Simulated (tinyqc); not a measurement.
Inside a calculation. Method: RHF in the sto-3g basis, for H2O, spin multiplicity 1. One step of it, computed by the program tinyqc.

Question. Iteration 1: diagonalisation and new density. Diagonalise F' = X^T F X, C = X C', fill 5 alpha and 5 beta electrons from the bottom; D = 2 C_occ C_occ^T. Each column has its largest component positive (the first on a tie).

Fock matrix F (hartree), order 1O 1s, 1O 2s, 1O 2px, 1O 2py, 1O 2pz, 2H 1s, 3H 1s:
```
[[-24.143895, -5.725487, 0.000000, 0.000000, -0.025970, -0.805037, -0.805037],
 [-5.725487, -3.229027, 0.000000, 0.000000, 0.137192, -0.774924, -0.774924],
 [0.000000, 0.000000, -1.790054, 0.000000, 0.000000, 0.000000, 0.000000],
 [0.000000, 0.000000, 0.000000, -1.807915, 0.000000, -0.371737, 0.371737],
 [-0.025970, 0.137192, 0.000000, 0.000000, -1.713793, -0.269881, -0.269881],
 [-0.805037, -0.774924, 0.000000, -0.371737, -0.269881, -0.487513, -0.230076],
 [-0.805037, -0.774924, 0.000000, 0.371737, -0.269881, -0.230076, -0.487513]]
```

X, order 1O 1s, 1O 2s, 1O 2px, 1O 2py, 1O 2pz, 2H 1s, 3H 1s:
```
[[-0.367616, 0.000000, 0.717765, 0.000000, 0.617376, 0.000000, 0.185657],
 [0.985925, 0.000000, -0.303199, 0.000000, 0.326119, 0.000000, 0.445862],
 [0.000000, 0.000000, 0.000000, 1.000000, 0.000000, 0.000000, 0.000000],
 [0.000000, 0.816470, 0.000000, 0.000000, 0.000000, 0.702288, 0.000000],
 [0.482784, 0.000000, 0.672156, 0.000000, -0.603493, 0.000000, 0.225807],
 [-0.617996, -0.741986, -0.192790, 0.000000, -0.159212, 0.386393, 0.388637],
 [-0.617996, 0.741986, -0.192790, 0.000000, -0.159212, -0.386393, 0.388637]]
```

Give: F' = X^T F X; orbital energies; coefficients C; D after iteration 1.

Answer.

F' = X^T F X (hartree):
```
[[-1.580, 0.000, 2.866, 0.000, 2.843, 0.000, 0.559],
 [0.000, -0.588, 0.000, 0.000, 0.000, -0.736, 0.000],
 [2.866, 0.000, -10.748, 0.000, -9.548, 0.000, -4.612],
 [0.000, 0.000, 0.000, -1.790, 0.000, 0.000, 0.000],
 [2.843, 0.000, -9.548, 0.000, -12.173, 0.000, -5.144],
 [0.000, -0.736, 0.000, 0.000, 0.000, -1.372, 0.000],
 [0.559, 0.000, -4.612, 0.000, -5.144, 0.000, -3.565]]
```

orbital energies (hartree): [-24.144, -2.050, -1.814, -1.790, -1.653, -0.218, -0.146]

coefficients C, order 1O 1s, 1O 2s, 1O 2px, 1O 2py, 1O 2pz, 2H 1s, 3H 1s:
```
[[1.000, -0.227, 0.000, 0.000, -0.102, 0.066, 0.000],
 [0.000, 0.966, 0.000, 0.000, 0.438, -0.495, 0.000],
 [0.000, 0.000, 0.000, 1.000, 0.000, 0.000, 0.000],
 [0.000, 0.000, 1.022, 0.000, 0.000, 0.000, -0.339],
 [0.001, -0.384, 0.000, 0.000, 0.935, -0.278, 0.000],
 [0.000, -0.030, -0.051, 0.000, -0.044, 0.770, 0.835],
 [0.000, -0.030, 0.051, 0.000, -0.044, 0.770, -0.835]]
```

D after iteration 1, order 1O 1s, 1O 2s, 1O 2px, 1O 2py, 1O 2pz, 2H 1s, 3H 1s:
```
[[2.123, -0.526, 0.000, 0.000, -0.014, 0.023, 0.023],
 [-0.526, 2.248, 0.000, 0.000, 0.076, -0.096, -0.096],
 [0.000, 0.000, 2.000, 0.000, 0.000, 0.000, 0.000],
 [0.000, 0.000, 0.000, 2.090, 0.000, -0.104, 0.104],
 [-0.014, 0.076, 0.000, 0.000, 2.045, -0.060, -0.060],
 [0.023, -0.096, 0.000, -0.104, -0.060, 0.011, 0.001],
 [0.023, -0.096, 0.000, 0.104, -0.060, 0.001, 0.011]]
```
